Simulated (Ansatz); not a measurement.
Basis-set series for `C[CH2][MgH]`. The species carries charge 0 and has multiplicity 1. Geometry: relaxed with PBE0-D4/def2-TZVP.

```xyz
9

C    -0.741   -0.918    0.011
C    -0.023    0.304   -0.567
Mg    1.356    1.260    0.695
H    -0.041   -1.709    0.298
H    -1.447   -1.369   -0.697
H    -1.317   -0.671    0.909
H    -0.765    1.048   -0.885
H     0.499    0.019   -1.489
H     2.480    2.038    1.725
```

| functional | basis | functions | energy (Eh) | HOMO (eV) | LUMO (eV) |
| --- | --- | --- | --- | --- | --- |
| PBE0-D4 | def2-TZVPP | 178 | -279.68729 | -6.34 | -0.31 |
| PBE0-D4 | def2-QZVPP | 357 | -279.70095 | -6.34 | -0.45 |
| ωB97M-V | def2-TZVPP | 178 | -279.82422 | -8.52 | 0.80 |
| ωB97M-V | def2-QZVPP | 357 | -279.83748 | -8.52 | 0.45 |

Task: Give the rows for def2-SVP. (An estimate is asked.)

Result: Computed: 
```tsv
functional	basis	functions	energy (Eh)	HOMO (eV)	LUMO (eV)
PBE0-D4	def2-SVP	76	-279.52932	-6.35	-0.26
ωB97M-V	def2-SVP	76	-279.66096	-8.53	0.97
```

Positive LUMOs are unbound and depend on the basis.
